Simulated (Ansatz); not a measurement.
Reactions of C4H7NO, SMILES `CC=NC(C)=O`.

Computed with Ansatz on PBE0-D4/def2-TZVP structures; ΔE is electronic, products minus reactants. CCSD(T)/CBS adds triple-zeta CCSD(T) − MP2 to the extrapolated MP2 energy (def2 sets, frozen cores). This one scheme is used for every species, atoms too. Double bonds are as drawn, so ΔE can hold a change between cis and trans. DFT in def2-TZVPP. Open shells (•) are unrestricted, without spin–orbit coupling. Spin–orbit coupling would lower the free atoms: a little for C, O. One conformer a species, not always the lowest.

| reaction | B97M-V (kJ/mol) |
| --- | --- |
| `C/C=N/C(C)=O` → 4 C• + 7 H• + N• + O• | 5476 |
| `C/C=N/C(C)=O` + HCl → `CC(=O)Cl` + `CC=N` | 16 |
| `C/C=N/C(C)=O` + CH₃OH → `COC(C)=O` + `CC=N` | -40 |
| `C/C=N/C(C)=O` → `O=C1CCCN1` | -73 |
| `C/C=N/C(C)=O` + H₂O → `C/C=N/C(=O)O` + CH₄ | -45 |

**Question.** Give the CCSD(T)/CBS values in the same order. (Estimate.)

**Answer.** Computed: 5449, 19, -36, -80, -26 kJ/mol.

Largest T1 diagnostic: 0.016, for `C/C=N/C(=O)O`.
